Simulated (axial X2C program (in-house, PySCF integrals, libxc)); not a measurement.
## Worked dissociation energy of NH: HF, without spin–orbit coupling

All values were computed with an axial X2C code built on PySCF integrals. Spin-free means the one-electron spin-free X2C Hamiltonian. Basis: N dyall-av3z [7s7p3d2f], H dyall-v3z [6s2p1d] (cores contracted in-house); Gaussian nuclei, density fitting, unrestricted open shells. Masses: N 14.003 u, H 1.008 u.

Molecular state: M_S = 1, Λ = 0 (beyond evenly filled blocks: π+α, π-α).

| Property | Result |
| --- | --- |
| E(N) (2M_S = 3, M_L = 0) | -54.433783 hartree |
| E(H) (2M_S = 1, M_L = 0) | -0.500004 hartree |
| E(NH) at Re | -55.015328 hartree |
| ωe | 3510.3 cm⁻¹ |
| ωexe | 71.4 cm⁻¹ |

**Question.** Work out De and D0.

**Answer.** De = -54.433783 + (-0.500004) − (-55.015328) = 0.08154 hartree = 2.219 eV. The zero-point energy is ωe/2 − ωexe/4 = 1737 cm⁻¹ = 0.215 eV, so D0 = 2.003 eV.

The state is one determinant whose occupation by symmetry is held fixed; it was picked as the lowest of a PBE0 search that is not exhaustive. Dissociation energies refer to the lowest single-determinant-based atoms at the same level and basis.

Hartree–Fock lacks correlation and underbinds, often by eV.

Each atomic determinant is the lowest at this level and need not be a pure term. Totals compare only within one Hamiltonian and basis.
